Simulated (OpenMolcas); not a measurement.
# AlH2Cl (SMILES [AlH2][Cl]): methods side by side

The species is AlH2Cl (4 atoms), meant as a singlet with charge 0. SMILES: `[AlH2][Cl]`. Geometry: a GFN2-xTB relaxation, a rough one for these elements and not checked as a minimum.

```xyz
4

Al   -0.0629    0.0066   -0.0735
Cl    1.2461   -0.1310    1.4504
H    -1.3127   -0.8852   -0.1542
H     0.1295    1.0096   -1.2227
```

Each level gives the energy change with the Al1–Cl2 bond stretched from 2.014 to 3.524 Å (eV). The values are calculated.

```csv
level,kind,program,value (eV),less FCI/STO-3G,CPU time (all runs)
HF/STO-3G (restricted),Hartree–Fock,OpenMolcas,5.79,+0.55,2.6 s
SVWN5/STO-3G (restricted),LDA,OpenMolcas,4.87,-0.37,6.1 s
PBE/STO-3G (restricted),GGA,OpenMolcas,4.56,-0.68,6.9 s
r2SCAN/STO-3G (restricted),meta-GGA,OpenMolcas,4.82,-0.42,8.5 s
M06-2X/STO-3G (restricted),hybrid meta-GGA,OpenMolcas,5.29,+0.05,7.2 s
PBE0/STO-3G (restricted),global hybrid,OpenMolcas,5.02,-0.22,6.4 s
MP2/STO-3G (restricted),perturbation theory,OpenMolcas,5.55,+0.31,2.7 s
CISD/STO-3G (restricted),coupled cluster or CI,OpenMolcas,5.36,+0.12,2.9 s
FCI/STO-3G,exact in the basis,OpenMolcas,5.24,0.00,6.4 s
```

FCI/STO-3G is exact within its basis and frozen core, so for wave-function methods in that basis the difference is their error; functionals converge differently with the basis, so for them it is only a difference. Spin-restricted single references rise too steeply as a bond breaks, Hartree–Fock most of all. The first shape isn't each level's own minimum. The values span 4.56 to 5.79 eV. All rows use very small basis sets, so even the best lies far from the true value. CPU times are rough (shared hosts, several kinds of processor): they show what a rung costs within a factor of a few.
